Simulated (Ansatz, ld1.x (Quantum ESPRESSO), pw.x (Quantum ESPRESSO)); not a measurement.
pw.x on bcc As: one setting changed

Potential: PAW, ld1.x (Quantum ESPRESSO) 7.5, PBEsol; core [Ar] 3d10, reference 4s2 4p3; waves: 4s (bound): rcut 1.30, rcutus 1.50 bohr; 4s channel at 0.1 Ry: rcut 1.30, rcutus 1.50 bohr; 4p (bound): rcut 1.55, rcutus 1.80 bohr; 4p channel at 4.35 Ry: rcut 1.55, rcutus 1.80 bohr; 4d channel at 0.4 Ry: rcut 1.60, rcutus 2.05 bohr; 4d channel at 3.2 Ry: rcut 1.60, rcutus 2.05 bohr; local part: all-electron potential smoothed inside 1.80 bohr (lloc = -1); core correction: Bessel-smoothed model core inside 1.15 bohr; augmentation: PSQ, inside the norm-conserving radii.

The reference run (k-mesh 14³, cutoffs 40/320 Ry, Fermi–Dirac 0.01 Ry, mixing_beta 0.4, conv_thr 1e-9, no spin) gives 0.16 GPa at 18.118 Å³/atom, where all-electron LAPW gives 0.31 GPa. This run, with its own iteration cap, changes occupations to fixed, a wrong or extreme entry chosen on purpose.

```
&control
  calculation='scf', prefix='x', pseudo_dir='./', outdir='./tmp', tstress=.true., disk_io='none'
/
&system
  ibrav=0, nat=1, ntyp=1, ecutwfc=40, ecutrho=320, nbnd=9,
  occupations='fixed'
/
&electrons
  conv_thr=1e-09, mixing_beta=0.4, electron_maxstep=70
/
ATOMIC_SPECIES
As 1.0 As.UPF
CELL_PARAMETERS angstrom
  -1.65456343 1.65456343 1.65456343
  1.65456343 -1.65456343 1.65456343
  1.65456343 1.65456343 -1.65456343
ATOMIC_POSITIONS crystal
As 0.0000 0.0000 0.0000
K_POINTS automatic
14 14 14 0 0 0
```

```bash
pw.x < As.scf.in > As.scf.out
```

Question: How does the run end?

Answer: It stops with "electrons: charge is wrong: smearing is needed".

```
Message from routine setup:
     the system is metallic, specify occupations
     Message from routine setup:
     using ibrav=0 with symmetry is DISCOURAGED, use correct ibrav instead
     lattice parameter (alat)  =       5.4156  a.u.
     unit-cell volume          =     122.2663 (a.u.)^3
     number of electrons       =         5.00
     number of Kohn-Sham states=            9
     kinetic-energy cutoff     =      40.0000  Ry
     charge density cutoff     =     320.0000  Ry
     scf convergence threshold =      1.0E-09
     Exchange-correlation= SLA  PW   PSX  PSC
     number of k points=   104
     iteration #  1     ecut=    40.00 Ry     beta= 0.40
     Error in routine electrons (1):
     charge is wrong: smearing is needed
```

The run took about 2.8 s on one core of a shared host (Neoverse-V2, 96 threads, 742 GiB, load 61).
